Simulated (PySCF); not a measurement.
Molfile (atoms numbered from 1):
```
C4H8O
     RDKit          3D

 13 13  0  0  0  0  0  0  0  0999 V2000
    1.5761    0.5313    0.3148 C   0  0  0  0  0  0  0  0  0  0  0  0
    0.7521   -0.4584   -0.4533 C   0  0  2  0  0  0  0  0  0  0  0  0
   -0.0540    0.0348   -1.5064 O   0  0  0  0  0  0  0  0  0  0  0  0
   -0.7137   -0.5488   -0.3995 C   0  0  2  0  0  0  0  0  0  0  0  0
   -1.5988    0.3367    0.4257 C   0  0  0  0  0  0  0  0  0  0  0  0
    2.4441    0.8462   -0.2850 H   0  0  0  0  0  0  0  0  0  0  0  0
    1.0028    1.4323    0.5702 H   0  0  0  0  0  0  0  0  0  0  0  0
    1.9565    0.0792    1.2442 H   0  0  0  0  0  0  0  0  0  0  0  0
    1.2870   -1.3871   -0.7078 H   0  0  0  0  0  0  0  0  0  0  0  0
   -1.1467   -1.5378   -0.6178 H   0  0  0  0  0  0  0  0  0  0  0  0
   -2.5327    0.5479   -0.1181 H   0  0  0  0  0  0  0  0  0  0  0  0
   -1.1203    1.2986    0.6523 H   0  0  0  0  0  0  0  0  0  0  0  0
   -1.8660   -0.1571    1.3730 H   0  0  0  0  0  0  0  0  0  0  0  0
  1  2  1  0
  2  3  1  0
  3  4  1  0
  4  5  1  0
  4  2  1  0
  1  6  1  0
  1  7  1  0
  1  8  1  0
  2  9  1  6
  4 10  1  6
  5 11  1  0
  5 12  1  0
  5 13  1  0
M  END
```

Geometry: PBE0-D3(BJ)/def2-SVP; GIAO shifts from PySCF, gas phase, non-relativistic, averaged over equivalent atoms.

At PBE0/pcSseg-0 (61 basis functions, 3.8 s wall time on 1 thread of an Arm Neoverse V1, shared host):
```json
{"atoms": "C2/C4", "δ (ppm)": "52.7"}
{"atoms": "C1/C5", "δ (ppm)": "16.4"}
{"atoms": "O3", "δ (ppm)": "33.3"}
{"atoms": "H9/H10", "δ (ppm)": "2.49"}
{"atoms": "H6/H7/H8/H11/H12/H13", "δ (ppm)": "1.24"}
```

Chemical shifts δ = σref − σ; ¹³C (σref 193.52) and ¹H (σref 32.83) vs TMS; ¹⁷O (σref 337.86) against H2O, all at this level.

Estimate the result of repeating the calculation with PBE0/cc-pVTZ.

Results:


```tsv
atoms	δ at PBE0/cc-pVTZ	change
C2/C4	51.6	-1.1
C1/C5	14.2	-2.2
O3	46.2	+12.9
H9/H10	2.67	+0.18
H6/H7/H8/H11/H12/H13	1.09	-0.15
```

Chemical shifts δ = σref − σ; ¹³C (187.29 ppm) and ¹H (31.29 ppm) vs TMS; H2O for ¹⁷O (334.84 ppm), all at this level.

The largest change is at O3 (ether oxygen). Cost: 262 basis functions, 28 s wall time on 1 thread of an Arm Neoverse V1, shared host.

Experimental scales use liquid or dissolved standards, which lie at an offset from isolated H2O (liquid H2O: subtract about 36 ppm).
